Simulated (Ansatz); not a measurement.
**Hydrogen sulfide (H2S): vertical ionisation energy**

How much energy removes an electron from hydrogen sulfide (H2S) at fixed geometry? The cation is run at each level and the neutral's energy taken from earlier runs.

Computed with Ansatz 0.2.0, Gaussian basis. Level: unrestricted cation, the program's frozen cores in correlated methods.

The runs, in order: UKS PBE-D4/def2-TZVPP; UKS r2SCAN-D4/def2-TZVPP; UKS PBE0-D4/def2-TZVPP; UKS B3LYP-D4/def2-TZVPP; UKS wB97X-V/def2-TZVPP; UKS wB97M-V/def2-TZVPP; UKS B2PLYP/def2-TZVPP; UHF-CCSD(T)/def2-TZVPP; UHF-CCSD(T)/def2-QZVPP; extrapolation to the limit; then −ε(HOMO) from the neutral's earlier runs with LDA (SPW92), PBE-D4, revPBE-D4, BLYP-D4, r2SCAN-D4, B97M-V, PBE0-D4, B3LYP-D4, r2SCANh-D4, r2SCAN0-D4, HSE06-D4, BHLYP-D4, CAM-B3LYP-D4, LC-ωPBE, ωB97X-V, ωB97M-V.

### 1 Structure used throughout

The geometry comes from an earlier relaxation with PBE0-D4 in a triple-zeta def2 set; it is a stationary point.

3 atoms, charge 0, spin multiplicity 1.

Atoms are counted from 1 here; the program's logs count them from 0.

Bond lengths: S1–H2 1.341 Å, S1–H3 1.341 Å. Angles: H2–S1–H3 92.3°.

Coordinates:

```
S     0.49550   -0.28065    0.24388
H     0.09793    0.99771    0.16237
H    -0.59343   -0.71707   -0.40626
```

### 2 Cation, UKS PBE-D4/def2-TZVPP

File in.yaml:

```yaml
crystal:
  periodic: [false, false, false]
  atoms:
    - {symbol: S, position_ang: [0.495498, -0.280650, 0.243885]}
    - {symbol: H, position_ang: [0.097931, 0.997712, 0.162375]}
    - {symbol: H, position_ang: [-0.593428, -0.717071, -0.406260]}
basis:
  gaussian: {orbitals: def2-TZVPP}
total_charge: 1
magnetization: {spin_polarized: true, initial_magnetization: 1}
hamiltonian: {xc: pbe, dispersion: d4}
```

Started as:

```bash
> ansatz run in.yaml --threads 2 --pin off --events-out ev --progress --plain --max-ram 32768MiB --backend cpu
```

The runs that follow: Cation, UKS r2SCAN-D4/def2-TZVPP; Cation, UKS PBE0-D4/def2-TZVPP; Cation, UKS B3LYP-D4/def2-TZVPP; Cation, UKS wB97X-V/def2-TZVPP; Cation, UKS wB97M-V/def2-TZVPP; Cation, UKS B2PLYP (frozen core)/def2-TZVPP; Cation, UHF-CCSD(T)/def2-TZVPP; Cation, UHF-CCSD(T)/def2-QZVPP.

Before running them: what should the planned runs give, taken together? Wanted: ionisation energy, CCSD(T)/CBS; nearest functional by difference; nearest −ε(HOMO); −ε(HOMO) of PBE; T1 of the cation.

**Answer**, as computed:

```
                        quantity                value
  ionisation energy, CCSD(T)/CBS             10.51 eV
nearest functional by difference  B3LYP-D4 (-0.08 eV)
                nearest −ε(HOMO)   LC-ωPBE (-0.17 eV)
                 −ε(HOMO) of PBE              6.20 eV
                T1 of the cation                0.012
```

In words: Energy differences with functionals land within 0.19 eV of the reference. The PBE orbital energy is 4.3 eV too small: a semilocal HOMO is no ionisation energy. Among orbital estimates LC-ωPBE comes nearest. Hartree-Fock falls 1.31 eV short, as the neutral has more correlation energy than the cation.
